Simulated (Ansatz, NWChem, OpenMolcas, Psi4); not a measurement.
# Errors in the atomisation enthalpy at 298 K

10 molecules with open shells; the atomisation enthalpy at 298 K in kJ/mol, computed less measured. Shapes, held fixed at every level: PBE0-D4/def2-TZVP. Flexible molecules stand in one conformer, not always the lowest. Thermal terms are harmonic and unscaled (PBE0-D4/def2-TZVP); the spin-orbit lowering of the free atoms is taken from their spectra. Programs: Ansatz 0.2.0, NWChem 7.3.0, OpenMolcas 26.06, Psi4 1.11. A level may come from different programs for different species; with the same settings they agree closely. Measured values: Active Thermochemical Tables.

Levels: A = HF/3-21G; B = B3LYP/6-31G* (spherical functions); C = B3LYP-D4/def2-TZVPP; D = B2PLYP/def2-TZVPP.

```tsv
molecule	from tabulated heats	A	B	C	D
N2H (dinitrogen monohydride)	913	-728	+5	+35	+7
C2HO (SMILES C#C[O])	1723	-759	+1	+19	+1
CH2N (SMILES C=[N])	1387	-584	+9	+24	-3
CH3 (methyl radical)	1224	-310	+3	+11	-5
CH3O (hydroxymethyl radical)	1636	-642	-23	+7	-13
N2H3 (hydrazinyl radical)	1374	-811	-5	+42	+1
C2H3O (acetyl radical)	2347	-879	-4	+9	-12
C3H3 (cyclopropenyl radical)	2318	-843	-7	+11	-13
C3H3 (propargyl radical)	2453	-746	-7	+17	-11
C2H5O (ethoxy radical)	2784	-888	+14	+19	-20
```

Question: Sum up the errors.

Answer: 
```json
{"level": "HF/3-21G", "kind": "Hartree–Fock", "mean error": "-719.0", "mean absolute error": "719.0", "worst case": "C2H5O"}
{"level": "B3LYP/6-31G* (spherical functions)", "kind": "global hybrid", "mean error": "-1.4", "mean absolute error": "7.8", "worst case": "CH3O"}
{"level": "B3LYP-D4/def2-TZVPP", "kind": "global hybrid", "mean error": "+19.4", "mean absolute error": "19.4", "worst case": "N2H3"}
{"level": "B2PLYP/def2-TZVPP", "kind": "double hybrid", "mean error": "-6.8", "mean absolute error": "8.6", "worst case": "C2H5O"}
```

On this set B3LYP/6-31G* (spherical functions) has the smallest mean absolute error and HF/3-21G the largest. HF/3-21G is too low in 10 of 10; B3LYP-D4/def2-TZVPP is too high in 10 of 10; B2PLYP/def2-TZVPP is too low in 7 of 10. Heats of the atoms come from ATcT where it has them. The levels differ in basis as well as in method. The smallest two are near a tie. A functional in a double-zeta set wins here by errors that cancel. Hartree–Fock lacks correlation and underbinds. Spin contamination: N2H (⟨S²⟩ up to 0.87), C2HO (⟨S²⟩ up to 0.89), CH2N (⟨S²⟩ up to 0.98), C3H3 (propargyl radical) (⟨S²⟩ up to 1.00). Open shells run unrestricted. The set is small.
